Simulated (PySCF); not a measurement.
First SCF of a structure search on doublet SiF₂⁺, at a hand-made linear geometry. PySCF input:

```python
from pyscf import gto, scf, dft
mol = gto.M(atom='''
Si     0.000000     0.000000     0.000000
F      0.000000     0.000000     1.764000
F      0.000000     0.000000    -1.764000''',
    basis={'Si': 'def2-TZVP', 'F': 'def2-TZVP'},
    charge=1, spin=1)
mf = dft.UKS(mol, xc='PBE0')
mf.grids.atom_grid = (50, 194)
aux = {'Si': 'def2-universal-JKFIT', 'F': 'def2-universal-JKFIT'}
mf = mf.density_fit(auxbasis=aux)
mf.conv_tol = 1e-08
mf.diis_space = 10
mf.max_cycle = 60
mf.init_guess = 'minao'
mf.verbose = 4
mf.kernel()
```

Excerpt of the output (cycles alone):

```
init E= -488.874737756945
cycle= 1 E= -488.426337703587  delta_E= 0.448  |g|= 0.598  |ddm|= 1.21
cycle= 2 E= -487.436675660198  delta_E= 0.99  |g|= 1.79  |ddm|= 1.45
cycle= 3 E= -488.593369034025  delta_E= -1.16  |g|= 0.0614  |ddm|= 0.849
cycle= 4 E= -488.594439032526  delta_E= -0.00107  |g|= 0.0284  |ddm|= 0.0449
cycle= 5 E= -488.594719789894  delta_E= -0.000281  |g|= 0.0068  |ddm|= 0.0175
cycle= 6 E= -488.594762591899  delta_E= -4.28e-05  |g|= 0.00174  |ddm|= 0.00978
cycle= 7 E= -488.594766339386  delta_E= -3.75e-06  |g|= 0.000372  |ddm|= 0.00362
cycle= 8 E= -488.594766579381  delta_E= -2.4e-07  |g|= 0.000147  |ddm|= 0.000853
cycle= 9 E= -488.594766606202  delta_E= -2.68e-08  |g|= 2.69e-05  |ddm|= 0.000261
cycle= 10 E= -488.594766606988  delta_E= -7.85e-10  |g|= 9.18e-06  |ddm|= 4.68e-05
Extra cycle  E= -488.594766606907  delta_E= 8.09e-11  |g|= 1.87e-05  |ddm|= 1.67e-05
converged SCF energy = -488.594766606907  <S^2> = 0.75712263  2S+1 = 2.00711
```

No lower solution of this spin was found by a stability analysis within the unrestricted form.

The search for the lowest solution, with the stability check, took 2.8 s on 4 threads of a shared Arm Neoverse V2 host, with 99 basis functions; the process peaked at 0.32 GiB.
